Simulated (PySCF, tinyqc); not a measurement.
Ways to converge the cycle: SCF convergence aids in the sto-6g basis, for LiH, spin multiplicity 1. Computed by the program tinyqc with PySCF. RHF with one setting changed at a time; a run stops when the energy changes by less than 1e-09 hartree and the error matrix is below 1e-5. The start is random orbitals. Damping d keeps d of the old density; a shift (hartree) raises the virtual levels; DIIS n extrapolates F over n matrices.

Geometry (angstrom):
```
atom       x       y       z
Li    0.0000  0.0000  0.0000
H     0.0000  0.0000  2.0830
```

lowest restricted solution found by these runs and by PySCF = -7.911121 hartree

Largest element of the error matrix X^T (FDS - SDF) X:
```
iteration    plain  damping 0.3  damping 0.6  shift 0.4   DIIS 3   DIIS 8
1          1.5e+00      1.5e+00      1.5e+00    1.5e+00  1.5e+00  1.5e+00
2          2.6e-01      3.8e-01      8.3e-01    2.3e-01  2.6e-01  2.6e-01
3          5.7e-03      1.0e-01      4.8e-01    3.0e-01  8.4e-03  8.4e-03
4          2.6e-03      3.9e-02      2.8e-01    1.8e-01  2.5e-03  2.5e-03
5          1.2e-03      1.5e-02      1.6e-01    7.6e-02  6.6e-04  6.7e-04
6          5.8e-04      5.8e-03      9.2e-02    3.0e-02  1.5e-04  1.1e-04
8          1.7e-04      1.2e-03      3.0e-02    8.1e-03  1.1e-05  1.1e-07
10         5.1e-05      3.9e-04      1.1e-02    4.2e-03        -        -
14         4.5e-06      7.6e-05      2.3e-03    1.2e-03        -        -
20               -      7.5e-06      3.0e-04    1.8e-04        -        -
30               -            -      2.9e-05    7.4e-06        -        -
45               -            -      1.4e-06          -        -        -
```

How each run ends:
```
run          iterations  E (hartree)         state
plain                14     -7.91112  lowest found
damping 0.3          21     -7.91112  lowest found
damping 0.6          45     -7.91112  lowest found
shift 0.4            30     -7.91112  lowest found
DIIS 3                9     -7.91112  lowest found
DIIS 8                9     -7.91112  lowest found
```

What does the comparison show, and why?

6 of 6 runs reach the lowest restricted solution found, in 9 to 45 iterations (fastest: DIIS 3, DIIS 8). Plain steps already contract here, so damping only slows them. DIIS 3 and DIIS 8 gain by cancelling the error over several earlier matrices, much as a quasi-Newton step does. The restricted reference is unstable here: a spin-polarised solution lies 0.0003 hartree lower (PySCF), so results built on it describe a poor reference.
